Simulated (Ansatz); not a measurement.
# H3O: the cost of one run

The runs use Ansatz 0.2.0, Gaussian basis; the settings change from run to run.

### 1 The geometry

The structure was relaxed beforehand with PBE0-D4 in a triple-zeta def2 set.

SMILES `[OH3+]`, 4 atoms, charge 1, spin multiplicity 1.

Atoms are counted from 1 here; the program's logs count them from 0.

Bond lengths: O1–H2 0.978 Å, O1–H3 0.978 Å, O1–H4 0.978 Å. Angles: H2–O1–H3 113.1°, H2–O1–H4 113.1°, H3–O1–H4 113.1°.

### 2 r2SCAN/aug-cc-pVTZ

This run has rVV10 dispersion, high accuracy.

Input file in.yaml:

```yaml
crystal:
  periodic: [false, false, false]
  atoms:
    - {symbol: O, position_ang: [0.181237, -0.056518, -0.052515]}
    - {symbol: H, position_ang: [0.219348, 0.918602, 0.014998]}
    - {symbol: H, position_ang: [-0.408734, -0.368387, -0.767736]}
    - {symbol: H, position_ang: [0.008148, -0.493697, 0.805263]}
basis:
  gaussian: {orbitals: aug-cc-pVTZ}
total_charge: 1
hamiltonian: {xc: {name: r2SCAN}, dispersion: rvv10}
accuracy: high
output: {forces: true}
```

Command:

```sh
ansatz run in.yaml --threads 2 --pin off --events-out ev --progress --plain --max-ram 20480MiB --backend cpu
```

**Question.** How long does this run take on 2 threads of AMD EPYC 7R13, shared host, and how much memory does it need?

About 4 s, with a peak of 0.3 GiB.
